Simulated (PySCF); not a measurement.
**One shape, several levels: N2 (nitrogen)**

Aim: a comparison of 6 runs (HF/3-21G, HF/def2-SVP, B3LYP/6-31G, PBE0/def2-SVP, TPSSh/pcseg-1, MP2/6-31G*) of N2 (nitrogen). The job is set up through a Python script.

The results are computed with PySCF 2.14.0.

## (1) The system as given

N2 has 2 atoms, charge 0, and is taken as a singlet. As SMILES, `N#N`. The coordinates come from a PBE0-D4/def2-TZVP relaxation.

Bond lengths: N1–N2 1.090 Å.

## (2) Energy and forces at HF/3-21G (run 1)

input.py

```python
# N#N
from pyscf import gto, scf

molecule = gto.Mole()
molecule.atom = '''
N        0.465500      -0.150300       0.239800
N       -0.465500       0.150300      -0.239800
'''
molecule.charge = 0
molecule.verbose = 3
molecule.basis = '3-21g'
molecule.max_memory = 1860
molecule.build()

mf = scf.RHF(molecule)
mf.conv_tol = 1e-10
mf.kernel()
if not mf.converged:
    mf = mf.newton().run(mf.mo_coeff, mf.mo_occ)

etot = mf.e_tot
print(f'total energy: {etot:.8f} hartree')
grad = mf.nuc_grad_method().kernel()
dip = mf.dip_moment()
pop, q = mf.mulliken_pop()
```

On the command line:

```console
$ OMP_NUM_THREADS=1 python input.py
```

Log:

```text
converged SCF energy = -108.300809986334
total energy: -108.30080999 hartree
--------------- RHF gradients ---------------
         x                y                z
0 N     0.0191508080    -0.0061833866     0.0098654431
1 N    -0.0191508080     0.0061833866    -0.0098654431
----------------------------------------------
Dipole moment(X, Y, Z, Debye):  0.00000, -0.00000,  0.00000
 ** Mulliken pop  **
pop of  0 N 1s            1.98936
pop of  0 N 2s            0.46124
pop of  0 N 3s            1.38810
pop of  0 N 2px           0.70632
pop of  0 N 2py           0.47779
pop of  0 N 2pz           0.51889
pop of  0 N 3px           0.41145
pop of  0 N 3py           0.53449
pop of  0 N 3pz           0.51236
pop of  1 N 1s            1.98936
pop of  1 N 2s            0.46124
pop of  1 N 3s            1.38810
pop of  1 N 2px           0.70632
pop of  1 N 2py           0.47779
pop of  1 N 2pz           0.51889
pop of  1 N 3px           0.41145
pop of  1 N 3py           0.53449
pop of  1 N 3pz           0.51236
 ** Mulliken atomic charges  **
charge of    0N =      0.00000
charge of    1N =     -0.00000
```

Wall time 1.6 s (1 thread of Intel Xeon at 2.50GHz (Skylake/Cascade Lake), shared host); peak memory 0.12 GiB.

## (3) Energy and gradient at HF/def2-SVP (run 2)

start.xyz

```xyz
2

N      0.465500    -0.150300     0.239800
N     -0.465500     0.150300    -0.239800
```

calc.py

```python
# N#N
from pyscf import gto

molecule = gto.M(
    atom='start.xyz',
    max_memory=1860,
    spin=0,
    basis='def2-svp',
    verbose=3,
)

mf = molecule.RHF()
mf.conv_tol = 1e-10
mf.kernel()
if not mf.converged:
    mf = mf.newton().run(mf.mo_coeff, mf.mo_occ)

energy = mf.e_tot
print('E(%s) = %.9f' % ('HF', energy))
grad = mf.nuc_grad_method().kernel()
mf.analyze()
```

On the command line:

```console
$ OMP_NUM_THREADS=1 python calc.py
```

Log:

```text
converged SCF energy = -108.853305247086
E(HF) = -108.853305247
--------------- RHF gradients ---------------
         x                y                z
0 N     0.0507409003    -0.0163831521     0.0261389213
1 N    -0.0507409003     0.0163831521    -0.0261389213
----------------------------------------------
**** MO energy ****
MO #1   energy= -15.6857826827754  occ= 2
MO #2   energy= -15.6822533683234  occ= 2
MO #3   energy= -1.46897969640419  occ= 2
MO #4   energy= -0.761249240814867 occ= 2
MO #5   energy= -0.635296196910813 occ= 2
MO #6   energy= -0.620729991311349 occ= 2
MO #7   energy= -0.620729991311347 occ= 2
MO #8   energy= 0.171166237749197  occ= 0
MO #9   energy= 0.171166237749206  occ= 0
MO #10  energy= 0.693290703876688  occ= 0
MO #11  energy= 0.72268202475924   occ= 0
MO #12  energy= 0.832278634315831  occ= 0
MO #13  energy= 0.860066020687175  occ= 0
MO #14  energy= 0.874714331370431  occ= 0
MO #15  energy= 0.874714331370441  occ= 0
MO #16  energy= 1.05638712166383   occ= 0
MO #17  energy= 1.05638712166383   occ= 0
MO #18  energy= 1.41961822365064   occ= 0
MO #19  energy= 2.14128489150821   occ= 0
MO #20  energy= 2.14128489150822   occ= 0
MO #21  energy= 2.14698794692224   occ= 0
MO #22  energy= 2.14698794692224   occ= 0
MO #23  energy= 2.68025226542532   occ= 0
MO #24  energy= 2.68025226542532   occ= 0
MO #25  energy= 3.05688148636119   occ= 0
MO #26  energy= 3.44410216335086   occ= 0
MO #27  energy= 3.44410216335087   occ= 0
MO #28  energy= 3.85134077143577   occ= 0
 ** Mulliken atomic charges  **
charge of    0N =      0.00000
charge of    1N =     -0.00000
Dipole moment(X, Y, Z, Debye):  0.00000, -0.00000,  0.00000
```

Wall time 1.9 s (1 thread of Intel Xeon at 2.50GHz (Skylake/Cascade Lake), shared host); peak memory 0.12 GiB.

Run 3 isn't shown in full; the table further down has it.

## (4) Energy and forces at PBE0/def2-SVP (run 4)

run.py

```python
from pyscf import gto, dft

system = gto.M(
    atom='N 0.465500 -0.150300 0.239800; N -0.465500 0.150300 -0.239800',
    verbose=3,
    max_memory=1860,
    basis='def2-svp',
)

ks = dft.RKS(system, xc='pbe0')
ks.grids.level = 5
ks.conv_tol = 1e-10
ks.kernel()
if not ks.converged:
    ks = ks.newton().run(ks.mo_coeff, ks.mo_occ)

e_final = ks.e_tot
print('Final energy', e_final)
grad = ks.nuc_grad_method().kernel()
ks.analyze()
```

On the command line:

```console
$ OMP_NUM_THREADS=1 python run.py
```

Log:

```text
converged SCF energy = -109.314929409011
Final energy -109.31492940901062
--------------- RKS gradients ---------------
         x                y                z
0 N    -0.0230949421     0.0074563712    -0.0118981102
1 N     0.0230949421    -0.0074563712     0.0118981102
----------------------------------------------
**** MO energy ****
MO #1   energy= -14.4905443196314  occ= 2
MO #2   energy= -14.4886941691375  occ= 2
MO #3   energy= -1.15063878019261  occ= 2
MO #4   energy= -0.556391594266596 occ= 2
MO #5   energy= -0.485015827741647 occ= 2
MO #6   energy= -0.485015779165374 occ= 2
MO #7   energy= -0.442774276375308 occ= 2
MO #8   energy= -0.00857106478629024 occ= 0
MO #9   energy= -0.00857102997584861 occ= 0
MO #10  energy= 0.518644429456726  occ= 0
MO #11  energy= 0.538394140567402  occ= 0
MO #12  energy= 0.648147218873887  occ= 0
MO #13  energy= 0.659707718472675  occ= 0
MO #14  energy= 0.659707779734471  occ= 0
MO #15  energy= 0.677979358541292  occ= 0
MO #16  energy= 0.813138541512347  occ= 0
MO #17  energy= 0.81313859645835   occ= 0
MO #18  energy= 1.1300124286585    occ= 0
MO #19  energy= 1.83365594201447   occ= 0
MO #20  energy= 1.83365595380744   occ= 0
MO #21  energy= 1.85233138989554   occ= 0
MO #22  energy= 1.85233141012391   occ= 0
MO #23  energy= 2.34475474161495   occ= 0
MO #24  energy= 2.34475476552454   occ= 0
MO #25  energy= 2.71802213249387   occ= 0
MO #26  energy= 3.08295980138821   occ= 0
MO #27  energy= 3.08295986603773   occ= 0
MO #28  energy= 3.4581756530103    occ= 0
 ** Mulliken atomic charges  **
charge of    0N =      0.00000
charge of    1N =     -0.00000
Dipole moment(X, Y, Z, Debye):  0.00000, -0.00000,  0.00000
```

Run time: 4.8 s. Hardware: 1 thread of Intel Xeon at 2.50GHz (Skylake/Cascade Lake), shared host; peak memory 0.34 GiB.

Run 5 isn't shown in full; the table further down has it.

## (5) Energy and gradient at MP2/6-31G(d) (spherical functions) (run 6)

mol.xyz

```xyz
2
N2
N      0.465500    -0.150300     0.239800
N     -0.465500     0.150300    -0.239800
```

run.py

```python
from pyscf import gto, scf, mp

molecule = gto.M(
    atom='mol.xyz',
    spin=0,
    verbose=3,
    basis='6-31g*',
    max_memory=1860,
)

myscf = scf.RHF(molecule)
myscf.conv_tol = 1e-10
myscf.kernel()
if not myscf.converged:
    myscf = myscf.newton().run(myscf.mo_coeff, myscf.mo_occ)

pt = mp.MP2(myscf, frozen=2).run()
e_tot = pt.e_tot
print('Final energy', e_tot)
grad = pt.nuc_grad_method().kernel()
dip = myscf.dip_moment()
pop, q = myscf.mulliken_pop()
```

On the command line:

```console
$ OMP_NUM_THREADS=1 python run.py
```

Log:

```text
converged SCF energy = -108.942733192559
E(RMP2) = -109.245558200094  E_corr = -0.302825007534763
E(SCS-RMP2) = -109.236115031704  E_corr = -0.293381839145037
Final energy -109.2455582000938
--------------- RMP2 gradients ---------------
         x                y                z
0 N    -0.0996124946     0.0321627453    -0.0513148791
1 N     0.0996124946    -0.0321627453     0.0513148791
----------------------------------------------
Dipole moment(X, Y, Z, Debye):  0.00000, -0.00000,  0.00000
 ** Mulliken pop  **
pop of  0 N 1s            1.99826
pop of  0 N 2s            0.87728
pop of  0 N 3s            0.90015
pop of  0 N 2px           0.87169
pop of  0 N 2py           0.63222
pop of  0 N 2pz           0.67530
pop of  0 N 3px           0.27238
pop of  0 N 3py           0.36094
pop of  0 N 3pz           0.34501
pop of  0 N 3dxy          0.01724
pop of  0 N 3dyz          0.00594
pop of  0 N 3dz^2         0.01222
pop of  0 N 3dxz          0.01636
pop of  0 N 3dx2-y2       0.01500
pop of  1 N 1s            1.99826
pop of  1 N 2s            0.87728
pop of  1 N 3s            0.90015
pop of  1 N 2px           0.87169
pop of  1 N 2py           0.63222
pop of  1 N 2pz           0.67530
pop of  1 N 3px           0.27238
pop of  1 N 3py           0.36094
pop of  1 N 3pz           0.34501
pop of  1 N 3dxy          0.01724
pop of  1 N 3dyz          0.00594
pop of  1 N 3dz^2         0.01222
pop of  1 N 3dxz          0.01636
pop of  1 N 3dx2-y2       0.01500
 ** Mulliken atomic charges  **
charge of    0N =      0.00000
charge of    1N =     -0.00000
```

It took 2.2 s on 1 thread of Intel Xeon at 2.50GHz (Skylake/Cascade Lake), shared host; peak memory 0.13 GiB.

## (6) Overview of the runs

| run | level | integration grid | frozen core orbitals | energy (Eh) | dipole moment (D) of the reference | HOMO energy (eV) | LUMO energy (eV) | wall time |
| --- | --- | --- | --- | --- | --- | --- | --- | --- |
| 1 | HF/3-21G | – | – | -108.300810 | 0.00 | -16.75 | 4.96 | 1.6 s |
| 2 | HF/def2-SVP | – | – | -108.853305 | 0.00 | -16.89 | 4.66 | 1.9 s |
| 3 | B3LYP/6-31G | 5 | – | -109.468712 | 0.00 | -11.52 | -0.75 | 4.5 s |
| 4 | PBE0/def2-SVP | 5 | – | -109.314929 | 0.00 | -12.05 | -0.23 | 4.8 s |
| 5 | TPSSh/pcseg-1 | 5 | – | -109.507003 | 0.00 | -11.07 | -1.00 | 7.2 s |
| 6 | MP2/6-31G* (spherical functions) | – | 2 | -109.245558 | 0.00 | -16.73 | 4.77 | 2.2 s |

## (7) Outcome

| quantity | value |
| --- | --- |
| run 6: total energy | -109.24556 Eh |
| run 6: dipole moment (Hartree–Fock density) | 0.00 D |
| run 6: HOMO energy (Hartree–Fock orbitals) | -16.73 eV |
| run 6: LUMO energy (Hartree–Fock orbitals) | 4.77 eV |
| run 6: HOMO–LUMO gap (Hartree–Fock orbitals) | 21.50 eV |
| run 6: correlation energy (2 core orbitals frozen) | -302.8 mEh |
| run 6: largest force on an atom | 5.995 eV/Å |

What this shows: Over runs 1, 2, 3, 4, 5 the HOMO–LUMO gap runs from 10.07 eV (TPSSh/pcseg-1) to 21.70 eV (HF/3-21G). The two ends differ in method and basis. Totals of different functionals can't be ranked against each other. All runs together took 22 s, the longest 7.2 s.
